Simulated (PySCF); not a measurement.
**A PySCF run on SiB⁻**

State: ³Π (triplet), unpaired electrons σ ↑, π ↑.

An equivalent input (the run itself took its basis sets from the Basis Set Exchange, started from a PBE0 density and held the occupation σ 7α 6β, πx 2α 2β, πy 2α 1β):

```python
from pyscf import gto, dft
mol = gto.M(atom='Si 0 0 0; B 0 0 1.875', basis={'Si': 'aug-cc-pV(D+d)Z', 'B': 'aug-cc-pVDZ'},
            charge=-1, spin=2, verbose=4, symmetry='C2v')
mf = dft.UKS(mol, xc='PBE0')
mf.grids.atom_grid = (80, 434)
mf.grids.prune = dft.gen_grid.treutler_prune
mf.irrep_nelec = {'A1': (7, 6), 'B1': (2, 2), 'B2': (2, 1)}
mf.conv_tol = 1e-9
mf.max_cycle = 60
mf.diis_space = 10
mf.kernel()
```

The log (some set-up lines and the per-cycle HOMO/LUMO lines removed):

```
******** <class 'pyscf.dft.uks_symm.SymAdaptedUKS'> ********
method = SymAdaptedUKS
damping factor = 0
level_shift factor = 0
DIIS = <class 'pyscf.scf.diis.CDIIS'>
diis_start_cycle = 1
diis_space = 10
diis_damp = 0
SCF conv_tol = 1e-09
SCF conv_tol_grad = None
SCF max_cycles = 60
number electrons alpha = 11  beta = 9
Set gradient conv threshold to 3.16228e-05
init E= -314.051661808102
cycle= 1 E= -314.050449612534  delta_E= 0.00121  |g|= 0.000933  |ddm|= 0.00713
cycle= 2 E= -314.050449779918  delta_E= -1.67e-07  |g|= 0.00103  |ddm|= 0.00611
cycle= 3 E= -314.050450775061  delta_E= -9.95e-07  |g|= 0.000304  |ddm|= 0.00332
cycle= 4 E= -314.050450861332  delta_E= -8.63e-08  |g|= 8.93e-05  |ddm|= 0.00078
cycle= 5 E= -314.050450880715  delta_E= -1.94e-08  |g|= 2.56e-05  |ddm|= 0.000425
cycle= 6 E= -314.050450885614  delta_E= -4.9e-09  |g|= 8.63e-06  |ddm|= 0.000349
cycle= 7 E= -314.050450886044  delta_E= -4.3e-10  |g|= 4.28e-06  |ddm|= 7.14e-05
Extra cycle  E= -314.050450886175  delta_E= -1.31e-10  |g|= 3.35e-06  |ddm|= 2.99e-05
converged SCF energy = -314.050450886175  <S^2> = 2.0191536  2S+1 = 3.012742
```

Repeating this along the bond gives Re = 1.870 Å and ωe = 818 cm⁻¹.

A point of this curve took 1.7 CPU seconds beside 0.15 for the integrals, on AMD EPYC 7R43 64-Core (shared host).

The highest Kohn–Sham level is positive in this anion. Much of that is self-interaction error, but it also means that the finite basis helps to hold the extra electron. The state is the lowest determinant that a PBE0 search found; another state may lie lower at other levels.
